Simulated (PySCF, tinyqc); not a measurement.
RHF in the sto-6g basis, for H2O, spin multiplicity 1, step by step. The lowest restricted solution is unstable here: a spin-polarised one lies 0.0008 hartree lower (PySCF). One step of it, computed by the program tinyqc.

Problem. Iteration 20 (converged): orbitals. Diagonalise F' = X^T F X, C = X C', fill 5 alpha and 5 beta electrons from the bottom; D = 2 C_occ C_occ^T. Each column has its largest component positive (the first on a tie).

converged F (hartree):
```
,1O 1s,1O 2s,1O 2px,1O 2py,1O 2pz,2H 1s,3H 1s
1O 1s,-20.525062,-4.963000,-0.000001,0.000000,-0.021016,-0.598872,-0.598872
1O 2s,-4.963000,-2.276280,0.000000,0.000000,-0.030809,-0.601558,-0.601558
1O 2px,-0.000001,0.000000,-0.385796,0.000005,0.000005,-0.000004,-0.000001
1O 2py,0.000000,0.000000,0.000005,-0.171814,0.000000,-0.331752,0.331752
1O 2pz,-0.021016,-0.030809,0.000005,0.000000,-0.220932,-0.247414,-0.247414
2H 1s,-0.598872,-0.601558,-0.000004,-0.331752,-0.247414,-0.296803,-0.117999
3H 1s,-0.598872,-0.601558,-0.000001,0.331752,-0.247414,-0.117999,-0.296803
```

X:
```
,1O 1s,1O 2s,1O 2px,1O 2py,1O 2pz,2H 1s,3H 1s
1O 1s,1.021892,-0.128042,0.000000,0.000000,-0.003889,0.014639,0.014639
1O 2s,-0.128042,1.100190,0.000000,0.000000,0.036706,-0.167096,-0.167096
1O 2px,0.000000,0.000000,1.000000,0.000000,0.000000,0.000000,0.000000
1O 2py,0.000000,0.000000,0.000000,1.051663,0.000000,-0.140408,0.140408
1O 2pz,-0.003889,0.036706,0.000000,0.000000,1.016984,-0.077608,-0.077608
2H 1s,0.014639,-0.167096,0.000000,-0.140408,-0.077608,1.074749,-0.030841
3H 1s,0.014639,-0.167096,0.000000,0.140408,-0.077608,-0.030841,1.074749
```

Give: F' = X^T F X; orbital energies; coefficients C; D after iteration 20.

Solution.

F' = X^T F X (hartree):
```
,1,2,3,4,5,6,7
1,-20.2034,-2.4923,0.0000,0.0000,-0.0374,-0.0582,-0.0582
2,-2.4923,-1.3221,0.0000,0.0000,0.0746,-0.3110,-0.3110
3,0.0000,0.0000,-0.3858,0.0000,0.0000,0.0000,0.0000
4,0.0000,0.0000,0.0000,-0.0011,0.0000,-0.3457,0.3457
5,-0.0374,0.0746,0.0000,0.0000,-0.1533,-0.2352,-0.2352
6,-0.0582,-0.3110,0.0000,-0.3457,-0.2352,-0.0498,-0.0305
7,-0.0582,-0.3110,0.0000,0.3457,-0.2352,-0.0305,-0.0498
```

orbital energies (hartree): MO1 -20.5279, MO2 -1.1679, MO3 -0.4992, MO4 -0.3900, MO5 -0.3858, MO6 0.3266, MO7 0.4787

coefficients C:
```
,MO1,MO2,MO3,MO4,MO5,MO6,MO7
1O 1s,0.9970,-0.2342,0.0000,0.0695,0.0000,-0.0863,0.0000
1O 2s,0.0132,0.9368,0.0000,-0.3781,-0.0002,0.5132,0.0000
1O 2px,0.0000,0.0000,0.0000,-0.0005,1.0000,0.0000,0.0000
1O 2py,0.0000,0.0000,0.5950,0.0000,0.0000,0.0000,0.8896
1O 2pz,0.0016,0.0454,0.0000,0.7623,0.0004,0.6816,0.0000
2H 1s,-0.0021,0.1195,0.4596,0.3632,0.0002,-0.6579,-0.6478
3H 1s,-0.0021,0.1195,-0.4596,0.3632,0.0002,-0.6579,0.6478
```

D after iteration 20:
```
,1O 1s,1O 2s,1O 2px,1O 2py,1O 2pz,2H 1s,3H 1s
1O 1s,2.1073,-0.4649,0.0000,0.0000,0.0879,-0.0097,-0.0097
1O 2s,-0.4649,2.0413,0.0000,0.0000,-0.4912,-0.0507,-0.0507
1O 2px,0.0000,0.0000,2.0000,0.0000,0.0000,0.0000,0.0000
1O 2py,0.0000,0.0000,0.0000,0.7080,0.0000,0.5469,-0.5469
1O 2pz,0.0879,-0.4912,0.0000,0.0000,1.1662,0.5646,0.5646
2H 1s,-0.0097,-0.0507,0.0000,0.5469,0.5646,0.7148,-0.1300
3H 1s,-0.0097,-0.0507,0.0000,-0.5469,0.5646,-0.1300,0.7148
```
